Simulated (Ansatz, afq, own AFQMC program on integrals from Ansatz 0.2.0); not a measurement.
Integrals from Ansatz 0.2.0, then the random walk in our own AFQMC program (afq).

```yaml
crystal:
  periodic: [false, false, false]
  atoms:
    - {symbol: Al, position_ang: [0.000000, 0.000000, 0.008471]}
    - {symbol: O, position_ang: [0.000000, 0.000000, -1.585277]}
    - {symbol: H, position_ang: [0.000000, 0.000000, 1.576806]}
basis:
  gaussian: {orbitals: aug-cc-pVDZ}
magnetization: {spin_polarized: false}
correlation: {method: ccsd_t, electrons: outside_noble_gas, hamiltonian_folder: ham}
```

```sh
$ ansatz run in.yaml --threads 1 --pin off --events-out ev --progress --plain --max-ram 1843MiB
```

afq runs on the folder ham with

```
--method phaseless --trial cisd --walkers 60 --populations 1 --least-time 40 --time-step 0.005 --steps-per-block 50 --equilibration-blocks 28 --max-blocks 300 --target-error 0.00038 --factor-cut 1e-05 --seed 7752 --release-times 0.24,0.51,0.99,1.62,2.4 --release-step 0.03 --release-every 4 --taylor-order 6
```

Times are imaginary, in 1/Eh. The walk had a cap of 1352 s.

Output of the walk:

```
orbitals 53  electrons 5 5  factors 397 of 575
reference energy -317.33053896 Eh
CCSD correlation -0.28506792 Eh in 14 cycles, weight of the determinant in the CISD state 0.8756
energy of the start -317.615607 Eh
 block  time / (1/Eh)  mean weight  energy / Eh
     1     0.250  1.0009  -317.613430
     2     0.500  1.0012  -317.615923
     3     0.750  0.9968  -317.619612
     4     1.000  0.9987  -317.625359
     5     1.250  1.0031  -317.619282
     9     2.250  0.9984  -317.626496
    33     8.250  0.9962  -317.643308
    65    16.250  0.9973  -317.635219
    97    24.250  0.9981  -317.630348
   129    32.250  1.0013  -317.625333
   161    40.250  1.0011  -317.629318
   193    48.250  0.9990  -317.621019
   201    50.250  1.0018  -317.614749
   225    56.250  1.0012  -317.635418
   257    64.250  0.9986  -317.650415
   289    72.250  0.9992  -317.638344
   321    80.250  0.9977  -317.622042
blocks merged  error / Eh  count
     1  0.000629  300
     2  0.000729  150
     4  0.000823  75
     8  0.000840  37
    16  0.000833  18
    32  0.001045  9
released: time / (1/Eh)  energy / Eh  error  mean overlap
  0.24  -317.631744  0.001530  0.9976
  0.51  -317.629670  0.001075  1.0026
  0.99  -317.629971  0.001036  1.0137
  1.62  -317.630372  0.001163  0.9884
  2.40  -317.633103  0.001460  0.9795
energy -317.630403 +/- 0.000840 Eh
(rows thinned)
```

The run passed its tests (sampling time, drift between the halves within three errors, error under three times the target), which doesn't prove that it has relaxed.

Against this walk (error 22.9 meV) on the same determinant: CCSD(T) 55.6 meV higher, CCSDT(Q) 14.4 meV lower (within the noise). The error is statistical and leaves out the bias of the constraint. None of these is a sure reference here. The released energies are still falling (meV from the phaseless value at times in 1/Eh: -36 ± 42 at 0.24, 20 ± 29 at 0.51, 12 ± 28 at 0.99, 1 ± 32 at 1.62, -73 ± 40 at 2.40), so they give no level.

Cautions: constraint bias not in the error; error above the target (22.9 against 10.3 meV); higher spins were not checked; raised T1 diagnostic (T1 0.033, weight of the determinant 0.88, largest double 0.02); the bias of populations of 60 walkers isn't removed.

The walk took 6.4 min on 1 thread of Intel(R) Xeon(R) Platinum 8559C (Emerald Rapids), with other jobs on the host. The log's last line is the phaseless energy.

CCSDT and higher add their correlation energy to the determinant of the CCSD(T) run, since their own runs factorise the integrals more tightly (a shift of under 2 meV). A walk keeps the symmetry of its determinant, which the program's search chose and which needn't be the lowest solution, so a lower state of the same spin and another symmetry isn't excluded.
